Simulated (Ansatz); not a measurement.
One geometry of the cluster Li₂O, several levels of theory.

```yaml
crystal:
  periodic: [false, false, false]
  atoms:
    - {symbol: Li, position_ang: [-1.353023, 0.212639, -0.858030]}
    - {symbol: Li, position_ang: [1.353775, -0.210390, 0.857391]}
    - {symbol: O, position_ang: [-0.000752, -0.002249, 0.000629]}
basis:
  gaussian: {orbitals: def2-TZVPD, initial_orbitals: start.molden}
hamiltonian: {xc: r2scan, dispersion: d4}
scf: {omitted_lower_state_checks: [starts]}
output: {orbitals: {seedname: orbitals}}
```

The file start.molden holds the orbitals of an earlier run on this structure, at another level or in another basis.

```sh
$ ansatz run in.yaml --threads 4 --pin off --events-out ev --progress --plain --max-ram 3916MiB
```

Shortened log:

```
Functional definition: r2SCAN
514 factors; their error is unknown
mean field evaluation 1: about -2456.6988 eV, gradient 4.2e0 eV
mean field evaluation 2: about -2456.7464 eV, gradient 1.6e-1 eV
mean field evaluation 4: about -2456.7446 eV, gradient 3.9e-4 eV
mean field evaluation 8: about -2456.7446 eV, gradient 6.7e-6 eV
mean field -2456.74455792 eV, -90.2836972622 hartree, gradient 6.7e-6 eV, S^2 0.000000; 0 other end points of the search recorded, 0 dependent functions left out
reference -2456.74457101 eV, -90.2836977435 hartree; 7, 7 occupied and 67, 67 virtual orbitals, 514 factors
Total energy: -2456.74864714 eV, -90.2838475382 hartree
Checks for a lower state left out: starts
```

It took 0.6 s on 4 threads of Arm Neoverse V2 on a shared host.

As the first input, with `gaussian: {orbitals: def2-TZVP, initial_orbitals: start.molden}`, `hamiltonian: {xc: pbe, dispersion: d4}` (abridged; 0.2 s):

```
Functional definition: PBE
mean field -2454.75129193 eV, -90.2104460882 hartree, gradient 3.6e-5 eV, S^2 0.000000
Total energy: -2454.77191084 eV, -90.2112038193 hartree
Checks for a lower state left out: starts
```

First input, but with `gaussian: {orbitals: def2-TZVP, initial_orbitals: start.molden}`, `correlation: {method: mp2}` and without the key `hamiltonian` (abridged; 0.1 s):

```
Functional definition: HF
mean field -2443.82339663 eV, -89.8088533432 hartree, gradient 6.5e-6 eV, S^2 0.000000
1 core orbitals not correlated: weight in the atoms' cores, before any rotation towards them, 1.000 or more for the frozen orbitals, at most 0.000 for the correlated occupied ones
second order -9.38588669 eV of doubles, -0.00000000 eV of singles
Total energy: -2453.20928333 eV, -90.1537783173 hartree
Checks for a lower state left out: starts
```

First input, but with `gaussian: {orbitals: def2-TZVP, initial_orbitals: start.molden}`, `hamiltonian: {xc: {name: B2PLYP}}` and without the key `output` (abridged; 0.3 s):

```
Functional definition: B2PLYP
mean field -2453.52643109 eV, -90.1654332825 hartree, gradient 1.3e-6 eV, S^2 0.000000
1 core orbitals not correlated: weight in the atoms' cores, before any rotation towards them, 1.000 or more for the frozen orbitals, at most 0.000 for the correlated occupied ones
second order -11.41038545 eV of doubles, -0.00000000 eV of singles
Total energy: -2456.60737302 eV, -90.2786558101 hartree
Checks for a lower state left out: starts
```

The first input with `gaussian: {orbitals: def2-TZVP, initial_orbitals: start.molden}`, `hamiltonian: {xc: pbe}`, `correlation: {method: rpa}` and without the key `output` (abridged; 0.35 s):

```
Functional definition: PBE
mean field -2454.75128765 eV, -90.2104459310 hartree, gradient 2.0e-6 eV, S^2 0.000000
1 core orbitals not correlated: weight in the atoms' cores, before any rotation towards them, 1.000 or more for the frozen orbitals, at most 0.000 for the correlated occupied ones
Total energy: -2457.96241735 eV, -90.3284527708 hartree
Checks for a lower state left out: starts
```

The first input with `gaussian: {orbitals: 6-31G}`, `hamiltonian: {xc: {name: B3LYP}, dispersion: d4}` (abridged; 0.2 s):

```
Functional definition: B3LYP
mean field evaluation 16: about -2457.2339 eV, gradient 9.1e-5 eV
mean field -2457.23385475 eV, -90.3016785893 hartree, gradient 2.1e-6 eV, S^2 0.000000
Total energy: -2457.26846033 eV, -90.3029503208 hartree
Checks for a lower state left out: starts
```

As the first input, with `gaussian: {orbitals: def2-TZVP, initial_orbitals: start.molden}`, `hamiltonian: {xc: {text: "exchange = 0.95*pbe_x + 0.05*exact_x\ncorrelation = pbe_c"}}` (abridged; 0.2 s):

```
Functional definition: unnamed
mean field -2454.72829396 eV, -90.2096009285 hartree, gradient 2.2e-5 eV, S^2 0.000000
Total energy: -2454.72834135 eV, -90.2096026701 hartree
Checks for a lower state left out: starts
```

Geometry: r2SCAN-D4/def2-TZVP.

B3LYP takes the VWN-RPA correlation. Correlated methods freeze 1 core orbital; core or outer-core shells of Li are correlated, in sets that lack core-valence functions. The structure comes from a short search, and lower isomers may exist.
